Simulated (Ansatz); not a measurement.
# AlGe⁺, triplet in cc-pVDZ: errors against full CI

Geometry: that of the AlGe, quartet, kept fixed.

```xyz
2

Ge    0.0000    0.0000    0.0000
Al    0.0000    0.0000    2.4669
```

Basis cc-pVDZ; Ansatz 0.2.0. Correlated methods freeze the noble-gas cores and the filled d shells of p-block atoms, which leaves 6 electrons in 26 orbitals. Prefix R: restricted or restricted open-shell reference; prefix U: unrestricted. Active spaces: valence = (6e, 8o) chosen from the atoms' valence shells. No spin–orbit coupling is included, and no scalar relativity.

Full CI is exact within this basis and frozen core; it isn't the basis-set limit. The frozen core follows each run's orbitals, which can shift R against U totals by a few meV for light atoms and by up to 0.1 eV past Ca.

HF rows are the lowest solutions found. Coupled cluster chose its determinant by trial CCSD, here up to 0.22 eV above the lowest Hartree–Fock solution of its kind, and MP2 stands on that determinant too.

```
UHF ⟨S²⟩                            : 2.041
⟨S²⟩ of the determinant under UCCSD : 2.352
T1 diagnostic (RCCSD)               : 0.0426
largest doubles amplitude (RCCSD)   : 0.152
```

```csv
level,E − E(determinant under the R cluster runs) (eV)
RMP2,-2.4226
RCCSD,-3.1662
RCCSD(T),-3.3178
```

(1) Estimate how far full CI in cc-pVDZ lies from RCCSD(T). The table doesn't fix it; the size of (T) and the diagnostics are the guide.

(1) Full CI in cc-pVDZ lies 55 meV below RCCSD(T), which is 36 % of the (T) step (-152 meV). T1 is raised, a doubles amplitude is large, and the rest is a large part of (T). The miss exceeds 1 kcal/mol.

The other levels:

| level | E − E(full CI) (meV) | share of correlation (%) | wall time |
| --- | --- | --- | --- |
| RHF† | 3154 | – | – |
| BCCD(T) | 58 | 98.29 | 16 s |
| RCCSDT | 9 | 99.73 | – |
| RCCSDT(Q) | -1 | 100.03 | 24 s |
| CASSCF (valence space)† | 1616 | – | – |
| NEVPT2 (valence space)† | 433 | – | 10 s |
| MRCISD (valence space)† | 94 | – | – |
| MRCISD+Q (valence space)† | 17 | – | 12 s |

A dagger marks rows that describe another state than the reference (another or a broken symmetry, a higher spin or other natural occupations), so the difference isn't the method's error.

The correlation energy at full CI, counted from the determinant under the R cluster runs, is -3.373 eV. That run took 36 s on 1 thread of Arm Neoverse N1, shared host over 1,689,344 determinants.

Run but not shown, since their state, orbitals or frozen core can't be matched to the reference's or they repeat it: UHF, UMP2, CISD, UCCSD, UCCSD(T), UCCSDT, CISDTQ, UCCSDT(Q).

Times hold each run's SCF and search for its determinant on a shared host, so for small cases they say little of a method's own cost; they ran on 1 thread of Arm Neoverse N1.

The full-CI state has the irrep A2 of C2v, in the program's axes (one component, if the state is degenerate).

Natural occupations of full CI about the gap: 1.935 1.830 0.967 0.967 0.120 0.049 0.049 0.021 0.009 0.009; effectively unpaired electrons, Σ n²(2−n)², 2.18.
